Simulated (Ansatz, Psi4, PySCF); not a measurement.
Molecule: pyrrole, C₄H₅N (charge 0, singlet). SMILES: c1ccc[nH]1
Structure (B3LYP-D3(BJ)/def2-TZVP (Ansatz, a first-principles code) minimum search):
```
N
H 1 1.0036
C 1 1.3709 2 125.06
C 1 1.3709 2 125.06 3 180.00
C 4 1.3739 1 107.64 2 -180.00
C 3 1.3739 1 107.64 2 180.00
H 3 1.0761 1 121.31 2 0.00
H 4 1.0761 1 121.31 2 0.00
H 5 1.0770 4 125.75 8 0.00
H 6 1.0770 3 125.75 7 0.00
```

Wanted: vertical triplet-singlet gap, E(triplet) - E(singlet), in eV. Conventions: UHF or UKS for open shells; each state is the SCF solution reached for its charge and spin; six Cartesian d functions in 6-31G* and its kin unless marked 5d; frozen cores in correlated levels; 6-311+G** with 5d; spin-orbit terms left out; non-relativistic; no dispersion term unless named. First-principles rows: single points at B3LYP-D3(BJ) geometries (Ansatz). A UHF reference is markedly spin-contaminated in at least one set, which strains HF and MP2. Levels can end on unlike triplets.

| level | program | vertical triplet-singlet gap, E(triplet) - E(singlet) (eV) |
|---|---|---|
| HF/6-31G* | Ansatz | 3.57 |
| HF/6-311+G** | Ansatz | 3.51 |
| PBE/6-31G* | Ansatz | 4.61 |
| PBE/6-311+G** | Ansatz | 4.46 |
| B3LYP/STO-3G | Ansatz | 5.15 |
| B3LYP/3-21G | Ansatz | 4.78 |
| B3LYP/6-31G* | Ansatz | 4.54 |
| B3LYP/6-311+G** | Ansatz | 4.41 |
| M06-2X/6-31G* (5d) | PySCF | 4.83 |
| wB97X-D/6-31G* | Psi4 | 4.61 |
| MP2/6-31G* | Ansatz | 5.44 |
| MP2/6-311+G** | Ansatz | 5.31 |
| PBE0/def2-TZVPD | Ansatz | 4.36 |
| wB97M-V/def2-TZVPD | Ansatz | 4.58 |
| wB97X-V/def2-TZVPD | Ansatz | 4.52 |

No value to compare with is used here. The 12 habitual levels span 3.51 (HF/6-311+G**) to 5.44 eV (MP2/6-31G*); wB97X-V/def2-TZVPD gives 4.52.

The levels are drawn from those run, B3LYP/6-31G* more often than the rest, none by its result; runs whose electronic state is in doubt are left out.
